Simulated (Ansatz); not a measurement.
**SiH3O2 radical: how energies converge with the basis set**

An exercise on one series of results from a longer session: the logs are not shown, and one member is left open.

Method: one geometry, several basis sets; program: Ansatz 0.2.0, Gaussian basis.

Levels to be run: PBE0-D4/def2-SVP; ωB97M-V/def2-SVP; PBE0-D4/def2-QZVPP; ωB97M-V/def2-QZVPP; the functionals' def2-TZVPP values are taken from earlier runs.

## Structure used throughout

An earlier PBE0-D4 in a triple-zeta def2 set relaxation fixed the geometry.

6 atoms, charge 0, spin multiplicity 2.

Atoms are counted from 1 here; the program's logs count them from 0.

Bond lengths: O1–Si2 1.647 Å, Si2–O3 1.632 Å, Si2–H4 1.494 Å, Si2–H5 1.479 Å, O3–H6 0.958 Å. Angles: O1–Si2–O3 117.2°, O1–Si2–H4 98.3°, O1–Si2–H5 110.2°, O3–Si2–H4 112.7°, O3–Si2–H5 105.0°, H4–Si2–H5 113.8°, Si2–O3–H6 119.0°.

Set-up of the first run:

Input file in.yaml:

```yaml
crystal:
  periodic: [false, false, false]
  atoms:
    - {symbol: O, position_ang: [-1.671919, -0.490266, 0.111163]}
    - {symbol: Si, position_ang: [-0.205533, 0.160445, -0.263419]}
    - {symbol: O, position_ang: [0.949681, 0.110164, 0.888524]}
    - {symbol: H, position_ang: [0.117026, -0.700318, -1.441661]}
    - {symbol: H, position_ang: [-0.353514, 1.594205, -0.593972]}
    - {symbol: H, position_ang: [1.206358, -0.738329, 1.253065]}
basis:
  gaussian: {orbitals: def2-SVP}
magnetization: {spin_polarized: true, initial_magnetization: 1}
hamiltonian: {xc: pbe0, dispersion: d4}
output: {orbitals: {seedname: orbitals}}
```

Steps of the session up to this table: PBE0-D4 in def2-SVP; ωB97M-V in def2-SVP; PBE0-D4 in def2-QZVPP; ωB97M-V in def2-QZVPP.

One table of the session follows, with a row left open; its other results are not shown here.

It belongs to the step «Functionals by basis». 

```
functional       basis  HOMO (eV)  LUMO (eV)
   PBE0-D4    def2-SVP      -8.92      -4.42
   PBE0-D4  def2-TZVPP      -9.17      -4.68
   PBE0-D4  def2-QZVPP      -9.22      -4.73
   ωB97M-V    def2-SVP          ?          ?
   ωB97M-V  def2-TZVPP     -11.61      -2.49
   ωB97M-V  def2-QZVPP     -11.65      -2.56
```

Q: Estimate the row for ωB97M-V, def2-SVP from the others.

The run gave: HOMO (eV): -11.38; LUMO (eV): -2.15. In the column «HOMO (eV)» it lies between ωB97M-V, def2-TZVPP (-11.61) and PBE0-D4, def2-QZVPP (-9.22).
